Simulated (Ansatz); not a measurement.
How far each method lies from full CI for CN⁺, triplet

Geometry: that of the CN, doublet, kept fixed. The singlet lies 1.0 eV lower here.

```xyz
2

N     0.0000    0.0000    0.0000
C     0.0000    0.0000    1.1601
```

Basis 6-31G; Ansatz 0.2.0. Correlated methods freeze the noble-gas cores, which leaves 8 electrons in 16 orbitals. R marks a restricted (for open shells ROHF) determinant, U an unrestricted one. Active spaces: valence = (8e, 8o) chosen from the atoms' valence shells.

Full CI is exact within this basis and frozen core; it isn't the basis-set limit. The frozen core follows each run's orbitals, which can shift R against U totals by a few meV.

Unrestricted rows (U) aren't spin-pure: their determinants' ⟨S²⟩ exceeds S(S+1) by up to 0.18, so they mix in states of higher spin. For open shells CISD and CISDTQ are restricted-active-space CI with the open shells as a complete middle space.

* UHF ⟨S²⟩: 2.180
* T1 diagnostic (RCCSD): 0.0541
* largest doubles amplitude (RCCSD): 0.130
* T1 diagnostic (UCCSD): 0.0716

| level | E − E(RHF) (eV) |
| --- | --- |
| UHF | -0.2584 |
| RMP2 | -3.9986 |
| UMP2 | -3.6759 |
| RCCSD | -4.5340 |
| UCCSD | -4.5358 |
| RCCSD(T) | -4.6780 |
| UCCSD(T) | -4.6632 |

(1) Estimate how far full CI in 6-31G lies from RCCSD(T). The table doesn't fix it; the size of (T) and the diagnostics are the guide.

(1) Full CI in 6-31G lies 2.59 mEh below RCCSD(T), which is 49 % of the (T) step (-5.29 mEh). T1 is raised, a doubles amplitude is large, and the rest is a large part of (T). The miss exceeds 1 kcal/mol.

The other levels:

```
                     level  E − E(full CI) (mEh)  share of correlation (%)  wall time
                      CISD                 15.80                     90.95     0.84 s
                   BCCD(T)                  2.60                     98.51      1.7 s
                    RCCSDT                  0.94                     99.46          –
                    UCCSDT                  0.97                     99.44          –
                    CISDTQ                  0.39                     99.78      2.1 s
                 RCCSDT(Q)                  0.08                     99.95      3.8 s
                 UCCSDT(Q)                 -0.07                    100.04      3.8 s
                   RCCSDTQ                  0.10                     99.94       23 s
                   UCCSDTQ                  0.10                     99.94       23 s
    CASSCF (valence space)                 41.98                     75.95          –
    NEVPT2 (valence space)                 10.83                     93.79      2.3 s
NEVPT4(SD) (valence space)                  1.21                     99.31      2.8 s
    MRCISD (valence space)                  1.06                     99.39          –
  MRCISD+Q (valence space)                  0.35                     99.80      2.9 s
```

The correlation energy at full CI, counted from RHF, is -4.748 eV. That run took 6 s on 1 thread of Arm Neoverse V1, shared host over 827,904 determinants.

Times hold each run's SCF and search for its determinant on a shared host, so for small cases they say little of a method's own cost; they ran on 1 thread of Arm Neoverse V1.

The full-CI state has the irrep B2 of C2v, in the program's axes (one component, if the state is degenerate).

Natural occupations of full CI about the gap: 1.981 1.928 1.906 1.016 0.976 0.095 0.054 0.018 0.009 0.005; effectively unpaired electrons, Σ n²(2−n)², 2.10.
